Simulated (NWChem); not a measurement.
# nitrogen (N₂); SMILES N#N

Program: NWChem. Pople sets run with spherical d functions. Each level has its own optimisation; frequencies are unscaled.

```json
[
 {"level": "Hartree-Fock/STO-3G", "r N–N (Å)": "1.134", "highest harmonic frequency (cm⁻¹)": "2670", "zero-point energy (kcal/mol)": "3.8"},
 {"level": "Hartree-Fock/3-21G", "r N–N (Å)": "1.083", "highest harmonic frequency (cm⁻¹)": "2613", "zero-point energy (kcal/mol)": "3.7"},
 {"level": "Hartree-Fock/6-31G*", "r N–N (Å)": "1.078", "highest harmonic frequency (cm⁻¹)": "2762", "zero-point energy (kcal/mol)": "3.9"},
 {"level": "B3LYP/6-31G*", "r N–N (Å)": "1.105", "highest harmonic frequency (cm⁻¹)": "2458", "zero-point energy (kcal/mol)": "3.5"},
 {"level": "LDA (Slater exchange, VWN5)/def2-SVP", "r N–N (Å)": "1.106", "highest harmonic frequency (cm⁻¹)": "2439", "zero-point energy (kcal/mol)": "3.5"},
 {"level": "PBE/def2-SVP", "r N–N (Å)": "1.112", "highest harmonic frequency (cm⁻¹)": "2394", "zero-point energy (kcal/mol)": "3.4"},
 {"level": "BLYP/def2-SVP", "r N–N (Å)": "1.113", "highest harmonic frequency (cm⁻¹)": "2369", "zero-point energy (kcal/mol)": "3.4"},
 {"level": "PBE0/def2-SVP", "r N–N (Å)": "1.098", "highest harmonic frequency (cm⁻¹)": "2530", "zero-point energy (kcal/mol)": "3.6"}
]
```
